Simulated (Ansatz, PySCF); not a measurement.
This PySCF input computes a CCSD(T)/cc-pVDZ energy:

```python
from pyscf import gto, scf, mp, cc as ccmod

mol = gto.M(
    atom='''
    C     0.00000000    0.00000000    0.00000000
    F     0.76292155    0.76566412    0.76815773
    F    -0.78426309   -0.74930884    0.76277441
    F    -0.74667016    0.76533291   -0.78428715
    F     0.76801170   -0.78168819   -0.74664498
    ''',
    basis='cc-pvdz',
    charge=0,
    spin=0,
    verbose=4,
)

mf = scf.RHF(mol)
mf.conv_tol = 1e-10
mf.max_cycle = 100
mf.kernel()
mp2 = mp.MP2(mf, frozen=5).run()
cc = ccmod.CCSD(mf, frozen=5)
cc.max_cycle = 100
cc.kernel()
et = cc.ccsd_t()
print(f'E(CCSD(T)) = {cc.e_tot + et:.9f}')
```

Q: Write an input for the same energy in Ansatz (a quantum-chemistry and plane-wave program) and say what it gives.

A: 
Ansatz 0.2 input:
```yaml
crystal:
  periodic: [false, false, false]
  atoms:
    - {symbol: C, position_ang: [0.00000000, 0.00000000, 0.00000000]}
    - {symbol: F, position_ang: [0.76292155, 0.76566412, 0.76815773]}
    - {symbol: F, position_ang: [-0.78426309, -0.74930884, 0.76277441]}
    - {symbol: F, position_ang: [-0.74667016, 0.76533291, -0.78428715]}
    - {symbol: F, position_ang: [0.76801170, -0.78168819, -0.74664498]}
basis:
  gaussian:
    orbitals: cc-pVDZ
magnetization: {spin_polarized: false}
correlation: {method: ccsd_t, electrons: outside_noble_gas}
```
It gives -436.56041 Eh, and PySCF -436.56042 Eh, a difference of 0.01 mEh.
